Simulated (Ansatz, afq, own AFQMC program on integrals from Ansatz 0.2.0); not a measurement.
Integrals from Ansatz 0.2.0, then the random walk in our own AFQMC program (afq).

```yaml
crystal:
  periodic: [false, false, false]
  atoms:
    - {symbol: Ge, position_ang: [0.000000, 0.000000, 0.000000]}
    - {symbol: Ge, position_ang: [0.000000, 0.000000, 2.383102]}
basis:
  gaussian: {orbitals: cc-pVTZ}
magnetization: {spin_polarized: true, initial_magnetization: 2}
correlation: {method: ccsd_t, electrons: outside_noble_gas, hamiltonian_folder: ham}
```

```sh
$ ansatz run in.yaml --threads 1 --pin off --events-out ev --progress --plain --max-ram 24576MiB --backend cuda --devices 0, --max-vram 18GiB
```

Options of the walk:

```
--method phaseless --trial hf --walkers 2800 --populations 20 --least-time 40 --time-step 0.005 --steps-per-block 20 --equilibration-blocks 112 --max-blocks 4000 --target-error 0.0008500 --factor-cut 1e-05 --start spin_pure --seed 5463 --taylor-order 6
```

Times are imaginary, in 1/Eh. The walk had a cap of 95 s. With eight or more populations the least sampling time is a fifth of least-time, and the error comes from their spread. Filled inner d shells are frozen with the cores.

afq prints:

```
orbitals 58  electrons 5 3  factors 457 of 577
reference energy -4150.77127642 Eh
CCSD correlation -0.17166064 Eh in 10 cycles, weight of the determinant in the CISD state 0.8657
energy of the start -4150.771420 Eh
 block  time / (1/Eh)  mean weight  energy / Eh
     1     0.100  1.0005  -4150.796177
     2     0.200  1.0009  -4150.815934
     3     0.300  1.0009  -4150.832345
     4     0.400  1.0009  -4150.846565
     5     0.500  1.0006  -4150.857935
     8     0.800  1.0005  -4150.885918
    15     1.500  1.0000  -4150.917355
    36     3.600  1.0000  -4150.946782
    57     5.700  1.0000  -4150.953700
    64     6.400  0.9999  -4150.955059
    78     7.800  1.0000  -4150.950820
    99     9.900  0.9999  -4150.949632
   120    12.000  1.0000  -4150.948315
   141    14.100  1.0003  -4150.946639
   162    16.200  1.0002  -4150.948547
   183    18.300  0.9995  -4150.947402
   204    20.400  1.0002  -4150.946990
   225    22.500  0.9999  -4150.947070
   246    24.600  1.0000  -4150.948086
   260    26.000  1.0000  -4150.939349
   267    26.700  0.9998  -4150.946950
   281    28.100  1.0004  -4150.946398
error from the spread of 20 populations
energy -4150.947581 +/- 0.000830 Eh
(rows thinned)
```

The run passed its tests (sampling time, drift between the halves within three errors, error under three times the target), which doesn't prove that it has relaxed.

Against this walk (error 22.6 meV) on the same determinant: CCSD(T) 136.9 meV lower, CCSDT(Q) 197.6 meV lower, a separate phaseless walk with a CISD trial and standard settings 165.5 ± 23.0 meV lower. The error is statistical and leaves out the bias of the constraint. CCSDT(Q) is the surest value here, so the walk's 198 meV above it is most likely the bias of the constraint with this trial, which can have either sign.

Cautions: constraint bias not in the error; no relativity below Rb; no spin-orbit coupling; inner d shell frozen.

The walk took 27 s on 1 × NVIDIA H100 80GB HBM3 with 2 threads of AMD EPYC 7R13 Processor (Zen 3) (shared host) (the card was shared). The log's last line is the phaseless energy.

CCSDT and higher add their correlation energy to the determinant of the CCSD(T) run, since their own runs factorise the integrals more tightly (a shift of under 2 meV). A walk keeps the symmetry of its determinant, which the program's search chose and which needn't be the lowest solution, so a lower state of the same spin and another symmetry isn't excluded.
